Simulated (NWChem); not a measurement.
System: DMSO (C$_{2}$H$_{6}$OS); SMILES CS(C)=O

Results from NWChem. Geometry: optimised at PBE0/def2-SVP.

### Question
Estimate the computed values for BLYP/def2-TZVPD. Quantities: highest occupied level (eV); orbital gap (eV); dipole (D).

### Answer
* **highest occupied level (eV)**: -5.32
* **orbital gap (eV)**: 4.85
* **dipole (D)**: 3.85
